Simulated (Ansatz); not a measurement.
# NH4+ (singlet): the correlation ladder, 6-31G

The task here is to estimate one member of a computed series from the others.

Method: 6-31G, core rule «outside noble gas», up to 1 orbitals frozen; program: Ansatz 0.2.0, Gaussian basis.

The runs, in order: UHF; CCSD(T) on RHF; BCCD(T) on RHF; CISD; CCSDT(Q) on RHF; CISDTQ; CCSDTQ on RHF; CASSCF and MRCISD+Q, 8 electrons in 8 orbitals; CASSCF and NEVPT2, 8 electrons in 8 orbitals; Full CI; Full CI, several states.

13 further runs of the same task are left out: 6 that didn't finish, 7 set aside as unsound or not needed.

## The geometry

The geometry is a PBE0/def2-TZVP stationary point (not a proven minimum).

5 atoms, charge 1, spin multiplicity 1.

Atoms are counted from 1 here; the program's logs count them from 0.

Bond lengths: N1–H2 1.024 Å, N1–H3 1.024 Å, N1–H4 1.024 Å, N1–H5 1.024 Å. Angles: H2–N1–H3 109.5°, H2–N1–H4 109.5°, H2–N1–H5 109.5°, H3–N1–H4 109.5°, H3–N1–H5 109.5°, H4–N1–H5 109.5°.

Set-up of the first run:

Input file in.yaml:

```yaml
crystal:
  periodic: [false, false, false]
  atoms:
    - {symbol: N, position_ang: [0.000000, 0.000000, 0.000000]}
    - {symbol: H, position_ang: [0.590343, 0.592302, 0.590214]}
    - {symbol: H, position_ang: [-0.592921, -0.588246, 0.591684]}
    - {symbol: H, position_ang: [-0.588983, 0.589598, -0.594267]}
    - {symbol: H, position_ang: [0.591561, -0.593654, -0.587631]}
basis:
  gaussian: {orbitals: 6-31G}
total_charge: 1
magnetization: {spin_polarized: true, initial_magnetization: 0}
hamiltonian: {xc: hf}
output: {orbitals: {seedname: orbitals}}
```

Started as:

```
ansatz run in.yaml --threads 1 --pin off --events-out ev --progress --plain --max-ram 2176MiB
```

Steps of the session up to this table: UHF; CCSD(T) on RHF; BCCD(T) on RHF; CISD; CCSDT(Q) on RHF; CISDTQ; CCSDTQ on RHF; CASSCF and MRCISD+Q, 8 electrons in 8 orbitals; CASSCF and NEVPT2, 8 electrons in 8 orbitals; Full CI; Full CI, several states.

One table of the session follows, with a row left open; its other results are not shown here.

| method | from FCI (kJ/mol) |
| --- | --- |
| RHF | +352.7 |
| RMP2 | +44.1 |
| CISD | +18.2 |
| RCCSD | +4.5 |
| RCCSD(T) | +1.0 |
| BCCD(T) | +1.0 |
| RCCSDT | +0.7 |
| CISDTQ | +0.5 |
| RCCSDT(Q) | 0.0 |
| RCCSDTQ | 0.0 |
| CASSCF valence | +73.1 |
| NEVPT2 valence | +16.6 |
| MRCISD valence | ? |
| MRCISD+Q valence | 0.0 |
| FCI | 0 |

**Question.** Estimate the row for MRCISD valence.

As computed: from FCI (kJ/mol): +0.8. In the column «from FCI (kJ/mol)» it lies between RCCSDT (+0.7) and RCCSD(T) (+1.0).
